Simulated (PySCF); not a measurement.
PySCF input (PBE0/aug-cc-pVTZ):

```python
import numpy as np, basis_set_exchange as bse
from pyscf import gto, scf, dft, df

basis = {'C': gto.basis.parse(bse.get_basis('aug-cc-pVTZ', elements=['C'], fmt='nwchem')), 'H': gto.basis.parse(bse.get_basis('aug-cc-pVTZ', elements=['H'], fmt='nwchem'))}
mol = gto.M(
    atom='''
    C    -0.00000000    0.00000000   -0.00000000
    H     0.62054657    0.62688914    0.63896175
    H    -0.64285838   -0.62489528    0.61852983
    H     0.63693263   -0.63278043   -0.61664082
    H    -0.61462083    0.63078657   -0.64085076
    ''',
    basis=basis,
    charge=0,
    verbose=4,
    max_memory=2160,
)
mf = dft.RKS(mol, xc='pbe0')
mf.grids.level = 3
mf = mf.density_fit(auxbasis=df.autoaux(mol))
mf.max_cycle = 100
mf.conv_tol = 1e-11
print('smallest overlap eigenvalue', np.linalg.eigvalsh(mol.intor('int1e_ovlp'))[0])
mf.kernel()
dip = mf.dip_moment()
```

Output:

```
PySCF version 2.14.0

[INPUT] verbose = 4
[INPUT] num. atoms = 5
[INPUT] num. electrons = 10
[INPUT] charge = 0
[INPUT] spin (= nelec alpha-beta = 2S) = 0
[INPUT] symmetry False subgroup None
[INPUT] Mole.unit = angstrom
[INPUT] Symbol           X                Y                Z      unit          X                Y                Z       unit  Magmom
[INPUT]  1 C      0.000000000000   0.000000000000   0.000000000000 AA    0.000000000000   0.000000000000   0.000000000000 Bohr   0.0
[INPUT]  2 H      0.620546570000   0.626889140000   0.638961750000 AA    1.172663064838   1.184648785064   1.207462711573 Bohr   0.0
[INPUT]  3 H     -0.642858380000  -0.624895280000   0.618529830000 AA   -1.214826275082  -1.180880935733   1.168851978574 Bohr   0.0
[INPUT]  4 H      0.636932630000  -0.632780430000  -0.616640820000 AA    1.203628230499  -1.195781709685  -1.165282267027 Bohr   0.0
[INPUT]  5 H     -0.614620830000   0.630786570000  -0.640850760000 AA   -1.161465039153   1.192013860354  -1.211032423119 Bohr   0.0

nuclear repulsion = 13.4453507450257
number of shells = 32
number of NR pGTOs = 158
number of NR cGTOs = 138
basis = {'C': [[0, [8236.0, 0.000531, 0.0, -0.000113, 0.0], [1235.0, 0.004108, 0.0, -0.000878, 0.0], [280.8, 0.021087, 0.0, -0.00454, 0.0], [79.27, 0.081853, 0.0, -0.018133, 0.0], [25.59, 0.234817, 0.0, -0.05576, 0.0], [8.997, 0.434401, 0.0, -0.126895, 0.0], [3.319, 0.346129, 0.0, -0.170352, 0.0], [0.9059, 0.039378, 1.0, 0.140382, 0.0], [0.3643, -0.008983, 0.0, 0.598684, 0.0], [0.1285, 0.002385, 0.0, 0.395389, 1.0]], [0, [0.04402, 1.0]], [1, [18.71, 0.0, 0.014031, 0.0], [4.133, 0.0, 0.086866, 0.0], [1.2, 0.0, 0.290216, 0.0], [0.3827, 1.0, 0.501008, 0.0], [0.1209, 0.0, 0.343406, 1.0]], [1, [0.03569, 1.0]], [2, [1.097, 1.0, 0.0], [0.318, 0.0, 1.0]], [2, [0.1, 1.0]], [3, [0.761, 1.0]], [3, [0.268, 1.0]]], 'H': [[0, [33.87, 0.0, 0.006068, 0.0], [5.095, 0.0, 0.045308, 0.0], [1.159, 0.0, 0.202822, 0.0], [0.3258, 1.0, 0.503903, 0.0], [0.1027, 0.0, 0.383421, 1.0]], [0, [0.02526, 1.0]], [1, [1.407, 1.0, 0.0], [0.388, 0.0, 1.0]], [1, [0.102, 1.0]], [2, [1.057, 1.0]], [2, [0.247, 1.0]]]}
ecp = {}
ETB for C: l = 0, exps = 0.07138 * 1.8^n , n = 0..15
ETB for C: l = 1, exps = 0.07138 * 1.8^n , n = 0..12
ETB for C: l = 2, exps = 0.07138 * 1.8^n , n = 0..11
ETB for C: l = 3, exps = 0.13569 * 2.2^n , n = 0..6
ETB for C: l = 4, exps = 0.2 * 2.2^n , n = 0..4
ETB for H: l = 0, exps = 0.05052 * 1.8^n , n = 0..12
ETB for H: l = 1, exps = 0.12725999999999998 * 2^n , n = 0..5
ETB for H: l = 2, exps = 0.204 * 2.2^n , n = 0..4
ETB for H: l = 3, exps = 0.349 * 2.2^n , n = 0..3
smallest overlap eigenvalue 8.158758577159971e-05

******** <class 'pyscf.df.df_jk.DFRKS'> ********
method = DFRKS
initial guess = minao
damping factor = 0
level_shift factor = 0
DIIS = <class 'pyscf.scf.diis.CDIIS'>
diis_start_cycle = 1
diis_space = 8
diis_damp = 0
SCF conv_tol = 1e-11
SCF conv_tol_grad = None
SCF max_cycles = 100
direct_scf = False
XC library pyscf.dft.libxc version 7.1.2
    S. Lehtola, C. Steigemann, M. J. T. Oliveira, and M. A. L. Marques,  SoftwareX 7, 1–5 (2018)
XC functionals = pbe0
    C. Adamo and V. Barone,  J. Chem. Phys. 110, 6158 (1999)
    M. Ernzerhof and G. E. Scuseria,  J. Chem. Phys. 110, 5029 (1999)
radial grids:
    Treutler-Ahlrichs [JCP 102, 346 (1995); DOI:10.1063/1.469408] (M4) radial grids

becke partition: Becke, JCP 88, 2547 (1988); DOI:10.1063/1.454033
pruning grids: <function nwchem_prune>
grids dens level: 3
symmetrized grids: False
atomic radii adjust function: <function treutler_atomic_radii_adjust>
small_rho_cutoff = 0
Set gradient conv threshold to 3.16228e-06
Initial guess from minao.
tot grids = 53352
******** <class 'pyscf.df.df.DF'> ********
auxbasis = {'C': [[0, [np.float64(481.57520720416113), 1]], [0, [np.float64(267.54178178008954), 1]], [0, [np.float64(148.63432321116085), 1]], [0, [np.float64(82.57462400620048), 1]], [0, [np.float64(45.87479111455581), 1]], [0, [np.float64(25.485995063642118), 1]], [0, [np.float64(14.158886146467843), 1]], [0, [np.float64(7.866047859148802), 1]], [0, [np.float64(4.370026588416001), 1]], [0, [np.float64(2.4277925491200003), 1]], [0, [np.float64(1.3487736384000002), 1]], [0, [np.float64(0.749318688), 1]], [0, [np.float64(0.4162881600000001), 1]], [0, [np.float64(0.2312712), 1]], [0, [np.float64(0.12848400000000001), 1]], [0, [np.float64(0.07138), 1]], [1, [np.float64(82.57462400620048), 1]], [1, [np.float64(45.87479111455581), 1]], [1, [np.float64(25.485995063642118), 1]], [1, [np.float64(14.158886146467843), 1]], [1, [np.float64(7.866047859148802), 1]], [1, [np.float64(4.370026588416001), 1]], [1, [np.float64(2.4277925491200003), 1]], [1, [np.float64(1.3487736384000002), 1]], [1, [np.float64(0.749318688), 1]], [1, [np.float64(0.4162881600000001), 1]], [1, [np.float64(0.2312712), 1]], [1, [np.float64(0.12848400000000001), 1]], [1, [np.float64(0.07138), 1]], [2, [np.float64(45.87479111455581), 1]], [2, [np.float64(25.485995063642118), 1]], [2, [np.float64(14.158886146467843), 1]], [2, [np.float64(7.866047859148802), 1]], [2, [np.float64(4.370026588416001), 1]], [2, [np.float64(2.4277925491200003), 1]], [2, [np.float64(1.3487736384000002), 1]], [2, [np.float64(0.749318688), 1]], [2, [np.float64(0.4162881600000001), 1]], [2, [np.float64(0.2312712), 1]], [2, [np.float64(0.12848400000000001), 1]], [2, [np.float64(0.07138), 1]], [3, [np.float64(15.384519173760008), 1]], [3, [np.float64(6.9929632608000025), 1]], [3, [np.float64(3.178619664000001), 1]], [3, [np.float64(1.4448271200000005), 1]], [3, [np.float64(0.6567396000000001), 1]], [3, [np.float64(0.29851800000000006), 1]], [3, [np.float64(0.13569), 1]], [4, [np.float64(4.685120000000001), 1]], [4, [np.float64(2.129600000000001), 1]], [4, [np.float64(0.9680000000000002), 1]], [4, [np.float64(0.44000000000000006), 1]], [4, [np.float64(0.2), 1]]], 'H': [[0, [np.float64(58.443121389650436), 1]], [0, [np.float64(32.46840077202801), 1]], [0, [np.float64(18.038000428904454), 1]], [0, [np.float64(10.021111349391363), 1]], [0, [np.float64(5.567284082995202), 1]], [0, [np.float64(3.0929356016640006), 1]], [0, [np.float64(1.7182975564800003), 1]], [0, [np.float64(0.9546097536000001), 1]], [0, [np.float64(0.530338752), 1]], [0, [np.float64(0.29463264000000006), 1]], [0, [np.float64(0.16368480000000002), 1]], [0, [np.float64(0.090936), 1]], [0, [np.float64(0.05052), 1]], [1, [np.float64(4.0723199999999995), 1]], [1, [np.float64(2.0361599999999997), 1]], [1, [np.float64(1.0180799999999999), 1]], [1, [np.float64(0.5090399999999999), 1]], [1, [np.float64(0.25451999999999997), 1]], [1, [np.float64(0.12725999999999998), 1]], [2, [np.float64(4.778822400000001), 1]], [2, [np.float64(2.1721920000000003), 1]], [2, [np.float64(0.9873600000000001), 1]], [2, [np.float64(0.44880000000000003), 1]], [2, [np.float64(0.204), 1]], [3, [np.float64(3.716152000000001), 1]], [3, [np.float64(1.6891600000000002), 1]], [3, [np.float64(0.7678), 1]], [3, [np.float64(0.349), 1]]]}
init E= -40.2676782509922
  HOMO = -0.454002182359196  LUMO = -0.0149961340818336  gap/eV = 11.94596
cycle= 1 E= -40.4549080595154  delta_E= -0.187  |g|= 0.275  |ddm|= 4.19
  HOMO = -0.350890700198743  LUMO = 0.00749242287428586  gap/eV = 9.75210
cycle= 2 E= -40.4517765963202  delta_E= 0.00313  |g|=  0.3  |ddm|= 1.03
  HOMO = -0.403491140067464  LUMO = 0.00160800341750544  gap/eV = 11.02331
cycle= 3 E= -40.4746006715941  delta_E= -0.0228  |g|= 0.00237  |ddm|= 0.508
  HOMO = -0.403576180899893  LUMO = 0.00162691621099142  gap/eV = 11.02614
cycle= 4 E= -40.4746015211342  delta_E= -8.5e-07  |g|= 0.000166  |ddm|= 0.00746
  HOMO = -0.403627264991249  LUMO = 0.00162625774483161  gap/eV = 11.02751
cycle= 5 E= -40.4746015297096  delta_E= -8.58e-09  |g|= 6.56e-06  |ddm|= 0.000756
  HOMO = -0.403622824221153  LUMO = 0.00162811779366479  gap/eV = 11.02744
cycle= 6 E= -40.4746015297254  delta_E= -1.57e-11  |g|= 3.93e-07  |ddm|= 4.73e-05
  HOMO = -0.403623026224722  LUMO = 0.00162809578275613  gap/eV = 11.02744
cycle= 7 E= -40.4746015297251  delta_E= 2.13e-13  |g|= 3.03e-08  |ddm|= 2.28e-06
  HOMO = -0.403623022600942  LUMO = 0.00162809746562331  gap/eV = 11.02744
Extra cycle  E= -40.4746015297253  delta_E= -1.71e-13  |g|= 1.41e-08  |ddm|= 1.28e-07
converged SCF energy = -40.4746015297253
Dipole moment(X, Y, Z, Debye): -0.00000, -0.00000, -0.00000
```
